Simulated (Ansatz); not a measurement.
# BH6NSi: the cost of one run

All numbers below are computed with Ansatz 0.2.0 (RKS B3LYP/cc-pVDZ).

### Step 1. Starting point

Bond lengths: B1–N2 1.503 Å, N2–Si3 1.770 Å, B1–H4 1.138 Å, B1–H5 1.209 Å, N2–H6 1.061 Å, Si3–H7 1.515 Å, Si3–H8 1.420 Å, Si3–H9 1.531 Å. Angles: B1–N2–Si3 104.8°, B1–N2–H6 107.2°, Si3–N2–H6 108.1°, N2–B1–H4 122.5°, N2–B1–H5 121.1°, H4–B1–H5 115.7°, N2–Si3–H7 110.2°, N2–Si3–H8 112.4°, N2–Si3–H9 108.8°, H7–Si3–H8 108.7°, H7–Si3–H9 106.4°, H8–Si3–H9 110.1°.

As a file:

```xyz
9

B    -0.6354    0.6856   -1.0937
N    -0.4890    0.6696    0.4020
Si    0.4134   -0.8119    0.7530
H    -1.2841   -0.0641   -1.6518
H    -0.2161    1.6092   -1.7522
H     0.1210    1.4967    0.6661
H     1.7597   -0.7825    0.0579
H    -0.2847   -1.9800    0.3462
H     0.7036   -0.8688    2.2555
```

### Step 2. Relaxing end A

File input.yaml:

```yaml
crystal:
  periodic: [false, false, false]
  atoms:
    - { symbol: B, position_ang: [-0.6354, 0.6856, -1.0937] }
    - { symbol: "N", position_ang: [-0.489, 0.6696, 0.402] }
    - { symbol: Si, position_ang: [0.4134, -0.8119, 0.753] }
    - { symbol: H, position_ang: [-1.2841, -0.0641, -1.6518] }
    - { symbol: H, position_ang: [-0.2161, 1.6092, -1.7522] }
    - { symbol: H, position_ang: [0.121, 1.4967, 0.6661] }
    - { symbol: H, position_ang: [1.7597, -0.7825, 0.0579] }
    - { symbol: H, position_ang: [-0.2847, -1.98, 0.3462] }
    - { symbol: H, position_ang: [0.7036, -0.8688, 2.2555] }
basis:
  gaussian: { orbitals: cc-pVDZ }
hamiltonian:
  xc: b3lyp
relax:
  f_tol: 0.02
  max_steps: 50
```

Command:

```
$ ansatz run input.yaml --threads 1 --pin off --max-ram 2048MiB --backend cpu --events-out ev --progress --plain --runs-dir out
```

Q: Estimate wall time and peak memory on 1 thread of Intel Xeon Platinum 8259CL at 2.50GHz (Skylake/Cascade Lake), shared host.

About 39 s, with a peak of 0.16 GiB.
